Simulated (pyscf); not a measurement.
Hydrogen shift: •H₂C–CH(SiH₃)–Cl → H₃C–CH(SiH₂•)–Cl

Gas phase, doublet surface, charge 0. Bonds broken: Si3–H7. Bonds formed: C1–H7. Single points on ωB97X-D3(BJ)/def2-SVP structures (PySCF, gas phase).

Transition state (Å):

```xyz
10

C      0.0859    -0.4255     0.2441
C     -0.5556     0.3818    -0.8696
Si    -0.1317     1.9996     0.0294
H     -0.5772    -0.7090     1.0707
H      0.8636    -1.1574    -0.0060
H     -0.0188     0.2582    -1.8206
H      0.8067     0.8409     0.7753
H      0.2505     3.2002    -0.7842
H     -1.2272     2.3330     0.9832
Cl    -2.2785     0.0191    -1.1690
```

One imaginary mode, 1818i cm⁻¹; descent along it reached the two sides named.

```
bond    change  reactant side (Å)  saddle  product side
------  ------  -----------------  ------  ------------
Si3–H7  breaks              1.493   1.667           3.1
C1–H7    forms                3.3   1.551         1.102
```

Electronic energies relative to the reactant's lowest minimum found (eV):

```tsv
level	barrier	reaction energy	reverse barrier
ωB97X-D3(BJ)/def2-TZVP	1.43	-0.43	1.86
PBE/def2-TZVP	1.11	-0.53	1.64
r²SCAN/def2-TZVP	1.30	-0.42	1.72
B3LYP-D3(BJ)/def2-TZVP	1.39	-0.43	1.82
PBE0-D3(BJ)/def2-TZVP	1.26	-0.51	1.77
M06-2X/def2-TZVP	1.41	-0.54	1.95
ωB97M-D3(BJ)/def2-TZVP	1.42	-0.42	1.85
HF/def2-TZVP	1.97	-0.24	2.21
```

With ωB97M-D3(BJ)/def2-TZVP energies and thermal terms (ideal gas, 1 atm, RRHO with modes under 100 cm⁻¹ raised to 100, one conformer, R ln 2 for chiral ones without a mode under 150 cm⁻¹), in eV:

```
T (K)   ΔH‡   ΔG‡     ΔH     ΔG
-----  ----  ----  -----  -----
298    1.36  1.38  -0.29  -0.28
600    1.33  1.42  -0.32  -0.26
900    1.31  1.47  -0.34  -0.22
1200   1.29  1.53  -0.36  -0.18
```

The same reactants have a lower exit, to H₂C=CH–SiH₃ + Cl• (no saddle counted: cutting one bond, which may have a small barrier of its own, costs +0.79 eV at ωB97M-D3(BJ), against +1.42 eV here). •H₂C–CH(SiH₃)–Cl lies 2.71 eV over its isomer H₃C–Si•(CH₃)–Cl (electronic energy, ωB97M-D3(BJ)). H₃C–CH(SiH₂•)–Cl lies 2.28 eV over its isomer H₃C–Si•(CH₃)–Cl (electronic energy, ωB97M-D3(BJ)). This is the saddle that the search found; another between the same sides may lie lower.
